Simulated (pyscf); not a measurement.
Structures and frequencies: ωB97X-D3(BJ)/def2-SVP in PySCF.

Task: For cyclic C₃H₃F₃ (SMILES FC1CC1(F)F) → H₂C=CH–F + F–C:–F [singlet], a cycloreversion (singlet surface; C–C, C–C broken, none formed), PBE/def2-TZVP gives ΔE‡ = 46.7 kcal/mol and ΔE = +45.8 kcal/mol (zero: the reactant's lowest minimum found). In which direction and how far do PBE0-D3(BJ)/def2-TZVP, M06-2X/def2-TZVP, ωB97M-D3(BJ)/def2-TZVP move these?

Result: PBE0-D3(BJ): ΔE‡ = 56.7 kcal/mol, ΔE = +51.8 kcal/mol; M06-2X: ΔE‡ = 58.6 kcal/mol, ΔE = +47.7 kcal/mol; ωB97M-D3(BJ): ΔE‡ = 57.2 kcal/mol, ΔE = +42.1 kcal/mol. PBE's barrier lies under all of them, by 10.0 to 11.9 kcal/mol. Its reaction energy lies among theirs. Low barriers are usual for a GGA, whose delocalisation error favours stretched bonds. cyclic C₃H₃F₃ (SMILES FC1CC1(F)F) lies 14.6 kcal/mol over its isomer H₂C=C(F)–CH(F)–F, and others may lie lower still (electronic energy, ωB97M-D3(BJ)). This is the saddle that the search found; another between the same sides may lie lower. A restricted solution here is unstable towards spin polarisation, so biradical character is likely and single-reference numbers are less safe.
